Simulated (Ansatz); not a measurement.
C3H4S, SMILES `C#CCS`, relaxed with RKS PBE0-D4/def2-TZVP in Ansatz from a PBE-D4/def2-SVP geometry. The force threshold is 0.005 eV/Å; the program also tests the step.

Charge 0, multiplicity 1.

Start:

```xyz
8

C    -0.647    1.380   -1.479
C    -0.430    0.575   -0.585
C    -0.148   -0.382    0.472
S     1.671   -0.743    0.541
H    -0.845    2.092   -2.268
H    -0.703   -1.326    0.289
H    -0.479    0.026    1.451
H     1.581   -1.622    1.579
```

Q: How much energy does the relaxation release, and in how many steps? (An estimate is asked.)

A: Computed: 5.76 kJ/mol, in 6 steps, 1 of them rejected.

Q: Which bonds change most? (Best estimate.)

A: Computed: C3–S4 from 1.857 to 1.827 Å; C1–C2 from 1.222 to 1.199 Å; S4–H8 from 1.363 to 1.343 Å; C3–H7 from 1.110 to 1.092 Å.

Q: Give the relaxed structure. (Best estimate.)

A: The calculation gave: 
```xyz
8

C    -0.634    1.360   -1.459
C    -0.425    0.570   -0.581
C    -0.154   -0.382    0.473
S     1.639   -0.728    0.530
H    -0.826    2.061   -2.236
H    -0.697   -1.310    0.286
H    -0.476    0.025    1.434
H     1.572   -1.597    1.553
```
